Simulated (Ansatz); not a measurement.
# AlH3Cl− (SMILES [H][Al-]([H])([H])[Cl]): B2PLYP/STO-3G

What is the energy change on altering one bond length of AlH3Cl− at B2PLYP/STO-3G? 

The results are computed with Ansatz 0.2.0.

1 further run of the same task is left out (it didn't finish).

## Step 1: Starting point

The species is AlH3Cl− (5 atoms), meant as a singlet with charge -1. As SMILES, `[H][Al-]([H])([H])[Cl]`. Geometry: a GFN2-xTB relaxation, a rough one for these elements and not checked as a minimum.

Bond lengths: Al1–Cl2 2.096 Å, Al1–H3 1.609 Å, Al1–H4 1.608 Å, Al1–H5 1.609 Å. Angles: Cl2–Al1–H3 107.0°, Cl2–Al1–H4 107.2°, Cl2–Al1–H5 107.4°, H3–Al1–H4 111.6°, H3–Al1–H5 111.7°, H4–Al1–H5 111.8°.

## Step 2: A single-point energy at B2PLYP/STO-3G

The input, run.yaml:

```yaml
crystal:
  periodic: [false, false, false]
  atoms:
    - {symbol: Al, position_ang: [-0.002450, 0.000420, -0.134210]}
    - {symbol: Cl, position_ang: [0.013850, -0.018360, 1.961810]}
    - {symbol: H, position_ang: [1.532100, 0.011680, -0.616990]}
    - {symbol: H, position_ang: [-0.775390, 1.334390, -0.590440]}
    - {symbol: H, position_ang: [-0.768110, -1.328130, -0.620160]}
basis:
  gaussian:
    orbitals: STO-3G
total_charge: -1
hamiltonian:
  xc: {name: B2PLYP}
correlation:
  frozen_orbitals: {Al: 5, Cl: 5, H: 0}
accuracy: high
```

Run with:

```
ansatz run run.yaml --threads 1 --pin off --max-ram 2610MiB --events-out events.jsonl --progress --plain --runs-dir runs
```

The log of the run:

```text
Warning: RAYON_NUM_THREADS=1 ignored (pool sized by the plan → 1); use --threads N
Functional definition: B2PLYP
  name "B2PLYP"
  parameter a = 0.53
  parameter c = 0.27
  exchange = (1 - a)*b88_x + a*exact_x
  correlation = (1 - c)*lyp_c + c*(mp2_os + mp2_ss)
362 factors; integrals over basis functions are off by at most 1.3e-8 eV
mean field evaluation 1: about -18942.2378 eV, gradient 1.8e1 eV
mean field evaluation 2: about -18942.2276 eV, gradient 1.8e1 eV
mean field evaluation 4: about -18943.4101 eV, gradient 3.0e-1 eV
mean field evaluation 8: about -18943.4085 eV, gradient 8.7e-5 eV
mean field -18943.40851070 eV, -696.1574224648 hartree, gradient 1.9e-8 eV, S^2 0.000000; 0 other end points of the search recorded, 0 dependent functions left out
10 core orbitals not correlated: weight in the atoms' cores, before any rotation towards them, 1.000 or more for the frozen orbitals, at most 0.000 for the correlated occupied ones
reference -18943.40852849 eV, -696.1574231185 hartree; 7, 7 occupied and 4, 4 virtual orbitals, 362 factors
second order -1.29275787 eV of doubles, -0.00000000 eV of singles
Total energy: -18943.75757311 eV, -696.1702502718 hartree
```

Run time: 0.89 s. Hardware: 1 thread of Intel Xeon 6975P-C (Granite Rapids), shared host; peak memory 0.12 GiB.

## Step 3: The distorted shape, same level

The input, run.yaml:

```yaml
crystal:
  periodic: [false, false, false]
  atoms:
    - {symbol: Al, position_ang: [0.190802, -0.333102, -0.020142]}
    - {symbol: Cl, position_ang: [0.207102, -0.351882, 2.075878]}
    - {symbol: H, position_ang: [1.725352, -0.321842, -0.502922]}
    - {symbol: H, position_ang: [-0.775390, 1.334390, -0.590440]}
    - {symbol: H, position_ang: [-0.574858, -1.661652, -0.506092]}
basis:
  gaussian: {orbitals: STO-3G}
total_charge: -1
hamiltonian: {xc: {name: B2PLYP}}
correlation: {frozen_orbitals: {Al: 5, Cl: 5, H: 0}}
accuracy: high
```

Run with:

```
ansatz run run.yaml --threads 1 --pin off --max-ram 2610MiB --events-out events.jsonl --progress --plain --runs-dir runs
```

The log of the run:

```text
Warning: RAYON_NUM_THREADS=1 ignored (pool sized by the plan → 1); use --threads N
Functional definition: B2PLYP
  name "B2PLYP"
  parameter a = 0.53
  parameter c = 0.27
  exchange = (1 - a)*b88_x + a*exact_x
  correlation = (1 - c)*lyp_c + c*(mp2_os + mp2_ss)
362 factors; integrals over basis functions are off by at most 1.4e-8 eV
mean field evaluation 1: about -18940.0580 eV, gradient 2.1e1 eV
mean field evaluation 2: about -18940.0445 eV, gradient 2.1e1 eV
mean field evaluation 4: about -18941.9135 eV, gradient 4.3e-1 eV
mean field evaluation 8: about -18941.9106 eV, gradient 3.3e-4 eV
mean field -18941.91064663 eV, -696.1023769756 hartree, gradient 1.6e-8 eV, S^2 0.000000; 0 other end points of the search recorded, 0 dependent functions left out
10 core orbitals not correlated: weight in the atoms' cores, before any rotation towards them, 1.000 or more for the frozen orbitals, at most 0.000 for the correlated occupied ones
reference -18941.91066494 eV, -696.1023776485 hartree; 7, 7 occupied and 4, 4 virtual orbitals, 362 factors
second order -1.55856852 eV of doubles, -0.00000000 eV of singles
Total energy: -18942.33147844 eV, -696.1178422594 hartree
```

It took 0.85 s on 1 thread of Intel Xeon 6975P-C (Granite Rapids), shared host; peak memory 0.11 GiB.

## Step 4: Outcome

At B2PLYP/STO-3G, 10 core orbitals frozen:

| quantity | value |
| --- | --- |
| first shape: total energy | -696.17025 Eh |
| distorted shape: total energy | -696.11784 Eh |
| energy change with the Al1–H4 bond stretched from 1.608 to 2.010 Å | 1.426 eV |

**Reading.** With the Al1–H4 bond stretched from 1.608 to 2.010 Å the energy rises by 1.43 eV (138 kJ/mol). The first shape isn't relaxed at this level, so the change isn't measured from a minimum. The minimal basis adds a large error of its own.
